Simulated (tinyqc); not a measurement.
Inside a calculation (part 2 of 3). Method: UHF in the sto-3g basis, for CH2, spin multiplicity 1. Computed by tinyqc, a small Python program that keeps every step (integrals from PySCF). Command: `OMP_NUM_THREADS=1 python tinyqc.py 26457 26458 out.jsonl` (the two numbers bound the seeds that draw the settings). One thread of a shared host (Intel(R) Xeon(R) Processor @ 2.60GHz), about 0.1 s of CPU time with the checks.

Geometry (angstrom):
```
atom        x         y        z
C     0.00000   0.00000  0.00000
H     0.00000   0.97200  0.64400
H     0.00000  -0.98200  0.65100
```

## Iteration 2: building the Fock matrix

D(alpha) after iteration 1:
```
           1C 1s     1C 2s    1C 2px    1C 2py    1C 2pz     2H 1s     3H 1s
1C 1s    1.04941  -0.20284   0.06083  -0.00034  -0.05819  -0.00444  -0.00445
1C 2s   -0.20284   0.85812  -0.25988   0.00161   0.23669  -0.03243  -0.03118
1C 2px   0.06083  -0.25988   0.75941   0.00085   0.32015   0.06332   0.06383
1C 2py  -0.00034   0.00161   0.00085   0.74045   0.00122   0.03748  -0.03939
1C 2pz  -0.05819   0.23669   0.32015   0.00122   0.30598   0.01831   0.01927
2H 1s   -0.00444  -0.03243   0.06332   0.03748   0.01831   0.18982  -0.04267
3H 1s   -0.00445  -0.03118   0.06383  -0.03939   0.01927  -0.04267   0.19175
```

D(beta) after iteration 1:
```
           1C 1s     1C 2s    1C 2px    1C 2py    1C 2pz     2H 1s     3H 1s
1C 1s    1.04941  -0.20284  -0.06083  -0.00034  -0.05819  -0.00444  -0.00445
1C 2s   -0.20284   0.85812   0.25988   0.00161   0.23669  -0.03243  -0.03118
1C 2px  -0.06083   0.25988   0.75941  -0.00085  -0.32015  -0.06332  -0.06383
1C 2py  -0.00034   0.00161  -0.00085   0.74045   0.00122   0.03748  -0.03939
1C 2pz  -0.05819   0.23669  -0.32015   0.00122   0.30598   0.01831   0.01927
2H 1s   -0.00444  -0.03243  -0.06332   0.03748   0.01831   0.18982  -0.04267
3H 1s   -0.00445  -0.03118  -0.06383  -0.03939   0.01927  -0.04267   0.19175
```

core Hamiltonian H = T + V (hartree):
```
            1C 1s     1C 2s    1C 2px    1C 2py    1C 2pz     2H 1s     3H 1s
1C 1s   -18.66461  -4.50239   0.00000  -0.00026  -0.01618  -0.95534  -0.92868
1C 2s    -4.50239  -5.60304   0.00000  -0.00212  -0.17143  -2.19978  -2.16007
1C 2px    0.00000   0.00000  -4.48214   0.00000   0.00000   0.00000   0.00000
1C 2py   -0.00026  -0.00212   0.00000  -4.63524  -0.00109  -1.54412   1.52282
1C 2pz   -0.01618  -0.17143   0.00000  -0.00109  -4.54939  -1.06250  -1.04866
2H 1s    -0.95534  -2.19978   0.00000  -1.54412  -1.06250  -3.41687  -0.59858
3H 1s    -0.92868  -2.16007   0.00000   1.52282  -1.04866  -0.59858  -3.39115
```

nuclear repulsion = 5.6887623 hartree

Given earlier and not repeated: Two-electron integrals (ij|kl) in chemists' order.

J_ij = sum D_kl (ij|kl) with D = D(alpha) + D(beta), K_ij = sum D_kl (ik|jl) for each spin; F = H + J - K(s); E = tr D H + tr D J / 2 - 0.5 sum_s tr D(s) K(s) + E_nn.

Coulomb J (hartree):
```
           1C 1s    1C 2s   1C 2px    1C 2py   1C 2pz    2H 1s     3H 1s
1C 1s   11.84390  2.29682  0.00000   0.00010  0.03079  0.48515   0.47149
1C 2s    2.29682  5.27682  0.00000   0.00019  0.17946  2.03179   1.99559
1C 2px   0.00000  0.00000  5.27540   0.00000  0.00000  0.00000   0.00000
1C 2py   0.00010  0.00019  0.00000   5.31252  0.00003  1.54526  -1.52384
1C 2pz   0.03079  0.17946  0.00000   0.00003  5.22614  1.06324   1.04882
2H 1s    0.48515  2.03179  0.00000   1.54526  1.06324  3.56180   0.53384
3H 1s    0.47149  1.99559  0.00000  -1.52384  1.04882  0.53384   3.53866
```

exchange K(alpha) (hartree):
```
           1C 1s     1C 2s    1C 2px    1C 2py   1C 2pz    2H 1s     3H 1s
1C 1s    3.61220   0.63665  -0.00200   0.00001  0.00606  0.13984   0.13599
1C 2s    0.63665   0.83422  -0.14936   0.00076  0.19325  0.37114   0.36492
1C 2px  -0.00200  -0.14936   0.67744   0.00061  0.21910  0.00168   0.00201
1C 2py   0.00001   0.00076   0.00061   0.73204  0.00058  0.26265  -0.25971
1C 2pz   0.00606   0.19325   0.21910   0.00058  0.41094  0.17899   0.17669
2H 1s    0.13984   0.37114   0.00168   0.26265  0.17899  0.40165   0.09385
3H 1s    0.13599   0.36492   0.00201  -0.25971  0.17669  0.09385   0.39674
```

exchange K(beta) (hartree):
```
          1C 1s    1C 2s    1C 2px    1C 2py    1C 2pz     2H 1s     3H 1s
1C 1s   3.61220  0.63665   0.00200   0.00001   0.00606   0.13984   0.13599
1C 2s   0.63665  0.83422   0.14936   0.00076   0.19325   0.37114   0.36492
1C 2px  0.00200  0.14936   0.67744  -0.00061  -0.21910  -0.00168  -0.00201
1C 2py  0.00001  0.00076  -0.00061   0.73204   0.00058   0.26265  -0.25971
1C 2pz  0.00606  0.19325  -0.21910   0.00058   0.41094   0.17899   0.17669
2H 1s   0.13984  0.37114  -0.00168   0.26265   0.17899   0.40165   0.09385
3H 1s   0.13599  0.36492  -0.00201  -0.25971   0.17669   0.09385   0.39674
```

F(alpha) (hartree):
```
            1C 1s     1C 2s    1C 2px    1C 2py    1C 2pz     2H 1s     3H 1s
1C 1s   -10.43291  -2.84222   0.00200  -0.00017   0.00855  -0.61003  -0.59318
1C 2s    -2.84222  -1.16043   0.14936  -0.00269  -0.18521  -0.53913  -0.52940
1C 2px    0.00200   0.14936   0.11582  -0.00061  -0.21910  -0.00168  -0.00201
1C 2py   -0.00017  -0.00269  -0.00061  -0.05476  -0.00163  -0.26151   0.25869
1C 2pz    0.00855  -0.18521  -0.21910  -0.00163   0.26581  -0.17825  -0.17653
2H 1s    -0.61003  -0.53913  -0.00168  -0.26151  -0.17825  -0.25673  -0.15860
3H 1s    -0.59318  -0.52940  -0.00201   0.25869  -0.17653  -0.15860  -0.24922
```

F(beta) (hartree):
```
            1C 1s     1C 2s    1C 2px    1C 2py    1C 2pz     2H 1s     3H 1s
1C 1s   -10.43291  -2.84222  -0.00200  -0.00017   0.00855  -0.61003  -0.59318
1C 2s    -2.84222  -1.16043  -0.14936  -0.00269  -0.18521  -0.53913  -0.52940
1C 2px   -0.00200  -0.14936   0.11582   0.00061   0.21910   0.00168   0.00201
1C 2py   -0.00017  -0.00269   0.00061  -0.05476  -0.00163  -0.26151   0.25869
1C 2pz    0.00855  -0.18521   0.21910  -0.00163   0.26581  -0.17825  -0.17653
2H 1s    -0.61003  -0.53913   0.00168  -0.26151  -0.17825  -0.25673  -0.15860
3H 1s    -0.59318  -0.52940   0.00201   0.25869  -0.17653  -0.15860  -0.24922
```

total energy of this density = -37.4824046 hartree

This density is a damped mixture and is not idempotent.

## Iteration 2: DIIS over 2 matrices

error matrix X^T (FDS - SDF) X (alpha):
```
          1         2         3         4         5         6         7
1   0.00000   0.04153   0.01937   0.00014  -0.05201  -0.04256  -0.04190
2  -0.04153   0.00000   0.07975   0.00044  -0.08639   0.14862   0.14620
3  -0.01937  -0.07975   0.00000  -0.00005   0.05469   0.01321   0.01321
4  -0.00014  -0.00044   0.00005   0.00000  -0.00010   0.17432  -0.17202
5   0.05201   0.08639  -0.05469   0.00010   0.00000   0.10483   0.10307
6   0.04256  -0.14862  -0.01321  -0.17432  -0.10483   0.00000   0.00019
7   0.04190  -0.14620  -0.01321   0.17202  -0.10307  -0.00019   0.00000
```

B (overlaps of the stored error matrices):
```
               1              2
1  1.7888846e+00  1.0297661e+00
2  1.0297661e+00  6.0236248e-01
```

Minimise |sum c_i e_i|^2 with sum c_i = 1: solve [B -1; -1 0][c; lambda] = [0; -1] with B_ij = tr e_i^T e_j summed over both spins, and take F = sum c_i F_i.

DIIS coefficients: -1.28847  2.28847

extrapolated F(alpha) (hartree):
```
            1C 1s     1C 2s    1C 2px    1C 2py    1C 2pz     2H 1s     3H 1s
1C 1s   -11.11905  -2.98912  -0.00181  -0.00006   0.00307  -0.63870  -0.62104
1C 2s    -2.98912  -1.42290   0.18549  -0.00316  -0.10757  -0.66195  -0.65054
1C 2px   -0.00181   0.18549  -0.12852  -0.00136  -0.24084  -0.01553  -0.01595
1C 2py   -0.00006  -0.00316  -0.00136  -0.21952  -0.00236  -0.36616   0.36282
1C 2pz    0.00307  -0.10757  -0.24084  -0.00236  -0.02093  -0.22845  -0.22645
2H 1s    -0.63870  -0.66195  -0.01553  -0.36616  -0.22845  -0.42729  -0.18296
3H 1s    -0.62104  -0.65054  -0.01595   0.36282  -0.22645  -0.18296  -0.41667
```

extrapolated F(beta) (hartree):
```
            1C 1s     1C 2s    1C 2px    1C 2py    1C 2pz     2H 1s     3H 1s
1C 1s   -11.11905  -2.98912   0.00181  -0.00006   0.00307  -0.63870  -0.62104
1C 2s    -2.98912  -1.42290  -0.18549  -0.00316  -0.10757  -0.66195  -0.65054
1C 2px    0.00181  -0.18549  -0.12852   0.00136   0.24084   0.01553   0.01595
1C 2py   -0.00006  -0.00316   0.00136  -0.21952  -0.00236  -0.36616   0.36282
1C 2pz    0.00307  -0.10757   0.24084  -0.00236  -0.02093  -0.22845  -0.22645
2H 1s    -0.63870  -0.66195   0.01553  -0.36616  -0.22845  -0.42729  -0.18296
3H 1s    -0.62104  -0.65054   0.01595   0.36282  -0.22645  -0.18296  -0.41667
```

## Iteration 2: diagonalisation and new density

X:
```
           1C 1s     1C 2s   1C 2px    1C 2py    1C 2pz     2H 1s     3H 1s
1C 1s    1.02686  -0.15125  0.00000  -0.00021  -0.01165   0.02529   0.02504
1C 2s   -0.15125   1.24211  0.00000   0.00328   0.11575  -0.30596  -0.29822
1C 2px   0.00000   0.00000  1.00000   0.00000   0.00000   0.00000   0.00000
1C 2py  -0.00021   0.00328  0.00000   1.14533   0.00151  -0.25595   0.25091
1C 2pz  -0.01165   0.11575  0.00000   0.00151   1.06150  -0.16274  -0.15943
2H 1s    0.02529  -0.30596  0.00000  -0.25595  -0.16274   1.21425  -0.02420
3H 1s    0.02504  -0.29822  0.00000   0.25091  -0.15943  -0.02420   1.20652
```

overlap S:
```
          1C 1s    1C 2s   1C 2px    1C 2py   1C 2pz    2H 1s     3H 1s
1C 1s   1.00000  0.24836  0.00000   0.00000  0.00000  0.05217   0.05071
1C 2s   0.24836  1.00000  0.00000   0.00000  0.00000  0.44794   0.44124
1C 2px  0.00000  0.00000  1.00000   0.00000  0.00000  0.00000   0.00000
1C 2py  0.00000  0.00000  0.00000   1.00000  0.00000  0.36686  -0.36302
1C 2pz  0.00000  0.00000  0.00000   0.00000  1.00000  0.24307   0.24066
2H 1s   0.05217  0.44794  0.00000   0.36686  0.24307  1.00000   0.12850
3H 1s   0.05071  0.44124  0.00000  -0.36302  0.24066  0.12850   1.00000
```

Diagonalise F' = X^T F X, C = X C', fill 4 alpha and 4 beta electrons from the bottom; D(s) = C_occ C_occ^T; the new density keeps 0.5 of the old one (damping). Each column has its largest component positive (the first on a tie).

F' = X^T F X (alpha) (hartree):
```
           1         2         3         4         5         6         7
1  -10.88452  -1.58193  -0.02790   0.00019  -0.01669  -0.07332  -0.06802
2   -1.58193  -0.56656   0.21229   0.00119   0.09394  -0.43281  -0.42460
3   -0.02790   0.21229  -0.12852  -0.00135  -0.22910  -0.03572  -0.03618
4    0.00019   0.00119  -0.00135   0.10451  -0.00018  -0.42586   0.42155
5   -0.01669   0.09394  -0.22910  -0.00018   0.10578  -0.25033  -0.24728
6   -0.07332  -0.43281  -0.03572  -0.42586  -0.25033   0.02442  -0.04029
7   -0.06802  -0.42460  -0.03618   0.42155  -0.24728  -0.04029   0.02236
```

orbital energies (alpha) (hartree): MO1 -11.12483, MO2 -0.81542, MO3 -0.51544, MO4 -0.40107, MO5 0.20147, MO6 0.64844, MO7 0.68434

coefficients C (alpha):
```
             MO1       MO2       MO3       MO4       MO5       MO6       MO7
1C 1s    0.99327  -0.22445   0.00249   0.05836  -0.10750  -0.16203  -0.02298
1C 2s    0.02847   0.72297  -0.01167  -0.31885   0.47024   0.94646   0.13955
1C 2px  -0.00028  -0.15976   0.01040   0.71048   0.68494   0.02089   0.00220
1C 2py   0.00007   0.00476   0.53822  -0.00543  -0.00048  -0.14316   1.06303
1C 2pz   0.00265   0.06966   0.00553   0.52627  -0.55355   0.76960   0.10802
2H 1s   -0.00603   0.25804   0.45094   0.23713  -0.16819  -0.70671  -0.89851
3H 1s   -0.00592   0.24953  -0.45211   0.24919  -0.16770  -0.91324   0.66579
```

F' = X^T F X (beta) (hartree):
```
           1         2         3         4         5         6         7
1  -10.88452  -1.58193   0.02790   0.00019  -0.01669  -0.07332  -0.06802
2   -1.58193  -0.56656  -0.21229   0.00119   0.09394  -0.43281  -0.42460
3    0.02790  -0.21229  -0.12852   0.00135   0.22910   0.03572   0.03618
4    0.00019   0.00119   0.00135   0.10451  -0.00018  -0.42586   0.42155
5   -0.01669   0.09394   0.22910  -0.00018   0.10578  -0.25033  -0.24728
6   -0.07332  -0.43281   0.03572  -0.42586  -0.25033   0.02442  -0.04029
7   -0.06802  -0.42460   0.03618   0.42155  -0.24728  -0.04029   0.02236
```

orbital energies (beta) (hartree): MO1 -11.12483, MO2 -0.81542, MO3 -0.51544, MO4 -0.40107, MO5 0.20147, MO6 0.64844, MO7 0.68434

coefficients C (beta):
```
             MO1       MO2       MO3       MO4       MO5       MO6       MO7
1C 1s    0.99327  -0.22445   0.00249  -0.05836   0.10750  -0.16203  -0.02298
1C 2s    0.02847   0.72297  -0.01167   0.31885  -0.47024   0.94646   0.13955
1C 2px   0.00028   0.15976  -0.01040   0.71048   0.68494  -0.02089  -0.00220
1C 2py   0.00007   0.00476   0.53822   0.00543   0.00048  -0.14316   1.06303
1C 2pz   0.00265   0.06966   0.00553  -0.52627   0.55355   0.76960   0.10802
2H 1s   -0.00603   0.25804   0.45094  -0.23713   0.16819  -0.70671  -0.89851
3H 1s   -0.00592   0.24953  -0.45211  -0.24919   0.16770  -0.91324   0.66579
```

D(alpha) after iteration 2:
```
           1C 1s     1C 2s    1C 2px    1C 2py    1C 2pz     2H 1s     3H 1s
1C 1s    1.04490  -0.17773   0.06895  -0.00015  -0.02023  -0.02669  -0.02646
1C 2s   -0.17773   0.74171  -0.30102   0.00025   0.05963   0.03654   0.03744
1C 2px   0.06895  -0.30102   0.64491   0.00091   0.34149   0.09763   0.09816
1C 2py  -0.00015   0.00025   0.00091   0.51509   0.00083   0.14006  -0.14145
1C 2pz  -0.02023   0.05963   0.34149   0.00083   0.29391   0.08178   0.08264
2H 1s   -0.02669   0.03654   0.09763   0.14006   0.08178   0.25801  -0.06151
3H 1s   -0.02646   0.03744   0.09816  -0.14145   0.08264  -0.06151   0.26028
```

D(beta) after iteration 2:
```
           1C 1s     1C 2s    1C 2px    1C 2py    1C 2pz     2H 1s     3H 1s
1C 1s    1.04490  -0.17773  -0.06895  -0.00015  -0.02023  -0.02669  -0.02646
1C 2s   -0.17773   0.74171   0.30102   0.00025   0.05963   0.03654   0.03744
1C 2px  -0.06895   0.30102   0.64491  -0.00091  -0.34149  -0.09763  -0.09816
1C 2py  -0.00015   0.00025  -0.00091   0.51509   0.00083   0.14006  -0.14145
1C 2pz  -0.02023   0.05963  -0.34149   0.00083   0.29391   0.08178   0.08264
2H 1s   -0.02669   0.03654  -0.09763   0.14006   0.08178   0.25801  -0.06151
3H 1s   -0.02646   0.03744  -0.09816  -0.14145   0.08264  -0.06151   0.26028
```

## Iteration 29 (converged): orbitals

converged F(alpha) (hartree):
```
            1C 1s     1C 2s    1C 2px    1C 2py    1C 2pz     2H 1s     3H 1s
1C 1s   -10.98203  -2.95439   0.00099  -0.00015  -0.01460  -0.63360  -0.61608
1C 2s    -2.95439  -1.40616   0.15899  -0.00245  -0.09563  -0.64057  -0.62968
1C 2px    0.00099   0.15899   0.11068  -0.00051  -0.23537  -0.00901  -0.00945
1C 2py   -0.00015  -0.00245  -0.00051  -0.19411  -0.00210  -0.35057   0.34749
1C 2pz   -0.01460  -0.09563  -0.23537  -0.00210  -0.11951  -0.24747  -0.24548
2H 1s    -0.63360  -0.64057  -0.00901  -0.35057  -0.24747  -0.41708  -0.18386
3H 1s    -0.61608  -0.62968  -0.00945   0.34749  -0.24548  -0.18386  -0.40738
```

converged F(beta) (hartree):
```
            1C 1s     1C 2s    1C 2px    1C 2py    1C 2pz     2H 1s     3H 1s
1C 1s   -10.98203  -2.95439  -0.00099  -0.00015  -0.01460  -0.63360  -0.61608
1C 2s    -2.95439  -1.40616  -0.15899  -0.00245  -0.09563  -0.64057  -0.62968
1C 2px   -0.00099  -0.15899   0.11068   0.00051   0.23537   0.00901   0.00945
1C 2py   -0.00015  -0.00245   0.00051  -0.19411  -0.00210  -0.35057   0.34749
1C 2pz   -0.01460  -0.09563   0.23537  -0.00210  -0.11951  -0.24747  -0.24548
2H 1s    -0.63360  -0.64057   0.00901  -0.35057  -0.24747  -0.41708  -0.18386
3H 1s    -0.61608  -0.62968   0.00945   0.34749  -0.24548  -0.18386  -0.40738
```

Diagonalise F' = X^T F X, C = X C', fill 4 alpha and 4 beta electrons from the bottom; D(s) = C_occ C_occ^T. Each column has its largest component positive (the first on a tie).

F' = X^T F X (alpha) (hartree):
```
           1         2         3         4         5         6         7
1  -10.74976  -1.56394  -0.02075  -0.00001  -0.03608  -0.07411  -0.06886
2   -1.56394  -0.57442   0.17567   0.00195   0.10626  -0.41197  -0.40390
3   -0.02075   0.17567   0.11068  -0.00048  -0.22848  -0.02090  -0.02117
4   -0.00001   0.00195  -0.00048   0.12127   0.00017  -0.41291   0.40825
5   -0.03608   0.10626  -0.22848   0.00017   0.01016  -0.26029  -0.25710
6   -0.07411  -0.41197  -0.02090  -0.41291  -0.26029   0.02340  -0.04188
7   -0.06886  -0.40390  -0.02117   0.40825  -0.25710  -0.04188   0.02055
```

orbital energies (alpha) (hartree): MO1 -10.98793, MO2 -0.78816, MO3 -0.48877, MO4 -0.34917, MO5 0.28485, MO6 0.61658, MO7 0.67447

coefficients C (alpha):
```
             MO1       MO2       MO3       MO4       MO5       MO6       MO7
1C 1s    0.99316  -0.22244   0.00211   0.09532  -0.08641  -0.16138  -0.01644
1C 2s    0.02903   0.70967  -0.00987  -0.45633   0.38443   0.94384   0.10121
1C 2px  -0.00042  -0.09147   0.00379   0.51094   0.85413  -0.03180  -0.00218
1C 2py   0.00008   0.00397   0.53000  -0.00228  -0.00157  -0.10066   1.07201
1C 2pz   0.00439   0.10849   0.00282   0.67191  -0.36148   0.76971   0.07638
2H 1s   -0.00639   0.26732   0.45597   0.23248  -0.14246  -0.74623  -0.86639
3H 1s   -0.00628   0.25984  -0.45924   0.23845  -0.14411  -0.88937   0.69797
```

F' = X^T F X (beta) (hartree):
```
           1         2         3         4         5         6         7
1  -10.74976  -1.56394   0.02075  -0.00001  -0.03608  -0.07411  -0.06886
2   -1.56394  -0.57442  -0.17567   0.00195   0.10626  -0.41197  -0.40390
3    0.02075  -0.17567   0.11068   0.00048   0.22848   0.02090   0.02117
4   -0.00001   0.00195   0.00048   0.12127   0.00017  -0.41291   0.40825
5   -0.03608   0.10626   0.22848   0.00017   0.01016  -0.26029  -0.25710
6   -0.07411  -0.41197   0.02090  -0.41291  -0.26029   0.02340  -0.04188
7   -0.06886  -0.40390   0.02117   0.40825  -0.25710  -0.04188   0.02055
```

orbital energies (beta) (hartree): MO1 -10.98793, MO2 -0.78816, MO3 -0.48877, MO4 -0.34917, MO5 0.28485, MO6 0.61658, MO7 0.67447

coefficients C (beta):
```
             MO1       MO2       MO3       MO4       MO5       MO6       MO7
1C 1s    0.99316  -0.22244   0.00211   0.09532   0.08641  -0.16138  -0.01644
1C 2s    0.02903   0.70967  -0.00987  -0.45633  -0.38443   0.94384   0.10121
1C 2px   0.00042   0.09147  -0.00379  -0.51094   0.85413   0.03180   0.00218
1C 2py   0.00008   0.00397   0.53000  -0.00228   0.00157  -0.10066   1.07201
1C 2pz   0.00439   0.10849   0.00282   0.67191   0.36148   0.76971   0.07638
2H 1s   -0.00639   0.26732   0.45597   0.23248   0.14246  -0.74623  -0.86639
3H 1s   -0.00628   0.25984  -0.45924   0.23845   0.14411  -0.88937   0.69797
```

D(alpha) after iteration 29:
```
           1C 1s     1C 2s    1C 2px    1C 2py    1C 2pz     2H 1s     3H 1s
1C 1s    1.04494  -0.17254   0.06864   0.00010   0.04428  -0.04269  -0.04227
1C 2s   -0.17254   0.71281  -0.29812  -0.00137  -0.22952   0.07894   0.07994
1C 2px   0.06864  -0.29812   0.26944   0.00048   0.33339   0.09606   0.09633
1C 2py   0.00010  -0.00137   0.00048   0.28092   0.00040   0.24219  -0.24291
1C 2pz   0.04428  -0.22952   0.33339   0.00040   0.46325   0.18647   0.18708
2H 1s   -0.04269   0.07894   0.09606   0.24219   0.18647   0.33346  -0.08446
3H 1s   -0.04227   0.07994   0.09633  -0.24291   0.18708  -0.08446   0.33532
```

D(beta) after iteration 29:
```
           1C 1s     1C 2s    1C 2px    1C 2py    1C 2pz     2H 1s     3H 1s
1C 1s    1.04494  -0.17254  -0.06864   0.00010   0.04428  -0.04269  -0.04227
1C 2s   -0.17254   0.71281   0.29812  -0.00137  -0.22952   0.07894   0.07994
1C 2px  -0.06864   0.29812   0.26944  -0.00048  -0.33339  -0.09606  -0.09633
1C 2py   0.00010  -0.00137  -0.00048   0.28092   0.00040   0.24219  -0.24291
1C 2pz   0.04428  -0.22952  -0.33339   0.00040   0.46325   0.18647   0.18708
2H 1s   -0.04269   0.07894  -0.09606   0.24219   0.18647   0.33346  -0.08446
3H 1s   -0.04227   0.07994  -0.09633  -0.24291   0.18708  -0.08446   0.33532
```
